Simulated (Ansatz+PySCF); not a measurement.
Values are calculated unless marked as measured or tabulated.
Several solutions for singlet H2S

```yaml
atoms:
  - { symbol: S, position_ang: [0.0000, 0.0000, -0.1560] }
  - { symbol: H, position_ang: [0.0000, 1.4573, 1.2482] }
  - { symbol: H, position_ang: [0.0000, -1.4573, 1.2482] }
```

Basis set: cc-pVDZ (spherical functions). Charge 0, multiplicity 1.

CASSCF(2,2) was run from several starts with Ansatz (development build ahead of 0.2.0) and PySCF 2.14.0. The starts are those of the Hartree–Fock orbitals from which the active space was taken at the frontier.

```
run  program                        start  converged  energy (hartree)  <S²>
  A    PySCF             program defaults        yes        -398.50786  0.00
  B   Ansatz  search for the lowest state        yes        -398.54507  0.00
  C   Ansatz      stability test followed        yes        -398.54507  0.00
  D   Ansatz      atomic start, no search        yes        -398.50786  0.00
```

Which runs reached the lowest solution of this kind, and what is wrong with the others?

B, C reached the lowest solution found. Converged but too high: A by 1.01 eV, D by 1.01 eV. Convergence only shows a stationary point; in CASSCF the end hangs on which orbitals enter the active space. Caution: other starts end on other solutions of this active space.
